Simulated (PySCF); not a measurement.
## Telling settings apart by their effects on PBE0/6-31G* results

PySCF (NMR shieldings with GIAOs, density fitting), isolated neutral molecules in closed-shell states, PBE0-D3(BJ)/def2-SVP geometries kept fixed through all settings. All basis functions are spherical. Starting from PBE0/6-31G*, one thing was changed at a time: the basis to cc-pVTZ, the basis to def2-SVP, the basis to pcSseg-0, the basis to cc-pVDZ, the basis to pcSseg-1.

Changes against PBE0/6-31G* in 4 molecules:

```json
{"molecule": "CSc1ccoc1", "changed to": "cc-pVTZ", "HOMO energy (eV)": "-0.16", "mean 17O shielding (ppm)": "-28.6", "mean 1H shielding (ppm)": "-0.89", "mean 13C shielding (ppm)": "-15.3"}
{"molecule": "CSc1ccoc1", "changed to": "def2-SVP", "HOMO energy (eV)": "-0.12", "mean 17O shielding (ppm)": "-7.6", "mean 1H shielding (ppm)": "-0.49", "mean 13C shielding (ppm)": "-3.6"}
{"molecule": "CSc1ccoc1", "changed to": "pcSseg-0", "HOMO energy (eV)": "-0.44", "mean 17O shielding (ppm)": "-44.0", "mean 1H shielding (ppm)": "+0.81", "mean 13C shielding (ppm)": "-16.3"}
{"molecule": "CSc1ccoc1", "changed to": "cc-pVDZ", "HOMO energy (eV)": "-0.06", "mean 17O shielding (ppm)": "-8.3", "mean 1H shielding (ppm)": "-0.70", "mean 13C shielding (ppm)": "-2.0"}
{"molecule": "CSc1ccoc1", "changed to": "pcSseg-1", "HOMO energy (eV)": "-0.24", "mean 17O shielding (ppm)": "-34.1", "mean 1H shielding (ppm)": "-0.87", "mean 13C shielding (ppm)": "-19.3"}
{"molecule": "C#CCC=O", "changed to": "cc-pVTZ", "HOMO energy (eV)": "-0.26", "mean 17O shielding (ppm)": "-45.2", "mean 1H shielding (ppm)": "-0.81", "mean 13C shielding (ppm)": "-15.3"}
{"molecule": "C#CCC=O", "changed to": "def2-SVP", "HOMO energy (eV)": "-0.18", "mean 17O shielding (ppm)": "-23.1", "mean 1H shielding (ppm)": "-0.45", "mean 13C shielding (ppm)": "-3.6"}
{"molecule": "C#CCC=O", "changed to": "pcSseg-0", "HOMO energy (eV)": "-0.28", "mean 17O shielding (ppm)": "-156.7", "mean 1H shielding (ppm)": "+0.40", "mean 13C shielding (ppm)": "-16.6"}
{"molecule": "C#CCC=O", "changed to": "cc-pVDZ", "HOMO energy (eV)": "-0.07", "mean 17O shielding (ppm)": "-20.7", "mean 1H shielding (ppm)": "-0.65", "mean 13C shielding (ppm)": "-1.6"}
{"molecule": "C#CCC=O", "changed to": "pcSseg-1", "HOMO energy (eV)": "-0.31", "mean 17O shielding (ppm)": "-75.1", "mean 1H shielding (ppm)": "-0.79", "mean 13C shielding (ppm)": "-19.4"}
{"molecule": "CSc1ccco1", "changed to": "cc-pVTZ", "HOMO energy (eV)": "-0.17", "mean 17O shielding (ppm)": "-29.5", "mean 1H shielding (ppm)": "-0.94", "mean 13C shielding (ppm)": "-14.9"}
{"molecule": "CSc1ccco1", "changed to": "def2-SVP", "HOMO energy (eV)": "-0.15", "mean 17O shielding (ppm)": "-6.2", "mean 1H shielding (ppm)": "-0.56", "mean 13C shielding (ppm)": "-3.4"}
{"molecule": "CSc1ccco1", "changed to": "pcSseg-0", "HOMO energy (eV)": "-0.46", "mean 17O shielding (ppm)": "-39.9", "mean 1H shielding (ppm)": "+0.83", "mean 13C shielding (ppm)": "-16.3"}
{"molecule": "CSc1ccco1", "changed to": "cc-pVDZ", "HOMO energy (eV)": "-0.07", "mean 17O shielding (ppm)": "-7.5", "mean 1H shielding (ppm)": "-0.75", "mean 13C shielding (ppm)": "-1.7"}
{"molecule": "CSc1ccco1", "changed to": "pcSseg-1", "HOMO energy (eV)": "-0.26", "mean 17O shielding (ppm)": "-33.9", "mean 1H shielding (ppm)": "-0.94", "mean 13C shielding (ppm)": "-19.0"}
{"molecule": "c1ccoc1", "changed to": "cc-pVTZ", "HOMO energy (eV)": "-0.25", "mean 17O shielding (ppm)": "-30.2", "mean 1H shielding (ppm)": "-1.01", "mean 13C shielding (ppm)": "-16.9"}
{"molecule": "c1ccoc1", "changed to": "def2-SVP", "HOMO energy (eV)": "-0.28", "mean 17O shielding (ppm)": "-9.2", "mean 1H shielding (ppm)": "-0.61", "mean 13C shielding (ppm)": "-4.2"}
{"molecule": "c1ccoc1", "changed to": "pcSseg-0", "HOMO energy (eV)": "-0.59", "mean 17O shielding (ppm)": "-44.5", "mean 1H shielding (ppm)": "+0.65", "mean 13C shielding (ppm)": "-20.4"}
{"molecule": "c1ccoc1", "changed to": "cc-pVDZ", "HOMO energy (eV)": "-0.15", "mean 17O shielding (ppm)": "-9.4", "mean 1H shielding (ppm)": "-0.81", "mean 13C shielding (ppm)": "-2.3"}
{"molecule": "c1ccoc1", "changed to": "pcSseg-1", "HOMO energy (eV)": "-0.35", "mean 17O shielding (ppm)": "-35.7", "mean 1H shielding (ppm)": "-0.99", "mean 13C shielding (ppm)": "-21.5"}
```

For `COc1ccsc1` the PBE0/6-31G* run gave HOMO energy -6.03 eV, mean 17O shielding 252.8 ppm, mean 1H shielding 26.99 ppm, mean 13C shielding 88.2 ppm. The changed runs lost their labels:

```
run  HOMO energy (eV)  mean 17O shielding (ppm)  mean 1H shielding (ppm)  mean 13C shielding (ppm)
  A             -6.11                     248.7                    26.34                      86.4
  B             -6.31                     235.1                    26.17                      68.9
  C             -6.49                     245.7                    27.66                      70.5
  D             -6.23                     235.5                    26.13                      73.0
  E             -6.21                     253.7                    26.48                      84.2
```

Which run belongs to which change?

A: cc-pVDZ; B: pcSseg-1; C: pcSseg-0; D: cc-pVTZ; E: def2-SVP.

```csv
run,"change of HOMO energy (eV), here / mean of the others","change of mean 17O shielding (ppm), here / mean of the others","change of mean 1H shielding (ppm), here / mean of the others","change of mean 13C shielding (ppm), here / mean of the others",next best match
A,-0.08 / -0.09,-4.1 / -11.5,-0.65 / -0.73,-1.8 / -1.9,def2-SVP
B,-0.28 / -0.29,-17.7 / -44.7,-0.82 / -0.90,-19.3 / -19.8,cc-pVTZ
C,-0.46 / -0.44,-7.1 / -71.3,+0.67 / +0.67,-17.7 / -17.4,pcSseg-1
D,-0.20 / -0.21,-17.3 / -33.4,-0.86 / -0.91,-15.2 / -15.6,pcSseg-1
E,-0.18 / -0.18,+0.9 / -11.5,-0.51 / -0.53,-4.0 / -3.7,cc-pVDZ
```

Each run is given to the change whose mean effect on the other molecules lies nearest, every quantity measured in units of its scatter between molecules.

Would one quantity have been enough? Give each run to the change with the nearest mean effect on that quantity alone.

HOMO energy: 5 of 5 runs rightly; mean 13C shielding: 5 of 5 runs rightly; mean 1H shielding: 4 of 5 runs rightly; mean 17O shielding: 1 of 5 runs rightly.

Only sets that this rule tells apart clearly are shown.
